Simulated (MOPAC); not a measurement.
System: C₂H₃Cl, net charge 0, singlet state. SMILES: C(=C)Cl

Atoms: C1, C2, Cl3, H4, H5, H6. Bonds: C1-C2, C1-Cl3, C1-H4, C2-H5, C2-H6.

Bond lengths (Å) and angles (degrees) optimised at AM1 with MOPAC; PM7 with MOPAC; MNDO with MOPAC, each started from the B3LYP-D3(BJ)/def2-TZVP structure (Ansatz) of the last column. A row stands for all coordinates that are equal there; 10 of 11 kinds are shown. No wavenumbers were computed at MNDO, so these may be saddle points.

| coordinate | AM1 | PM7 | MNDO | B3LYP-D3(BJ)/def2-TZVP |
|---|---|---|---|---|
| C1-C2 | 1.329 | 1.327 | 1.336 | 1.321 |
| C1-Cl3 | 1.696 | 1.721 | 1.751 | 1.738 |
| C1-H4 | 1.098 | 1.080 | 1.087 | 1.080 |
| C2-H5 | 1.098 | 1.082 | 1.088 | 1.081 |
| C2-H6 | 1.099 | 1.082 | 1.090 | 1.082 |
| C2-C1-Cl3 | 123.4 | 119.7 | 122.9 | 123.4 |
| C2-C1-H4 | 124.3 | 128.3 | 125.8 | 123.9 |
| Cl3-C1-H4 | 112.2 | 112.0 | 111.4 | 112.6 |
| C1-C2-H5 | 123.6 | 124.6 | 124.5 | 122.3 |
| C1-C2-H6 | 121.1 | 123.0 | 121.5 | 119.5 |

Mean signed difference of all 5 bond lengths from B3LYP-D3(BJ)/def2-TZVP: AM1 0.004 Å, PM7 -0.002 Å, MNDO 0.010 Å.
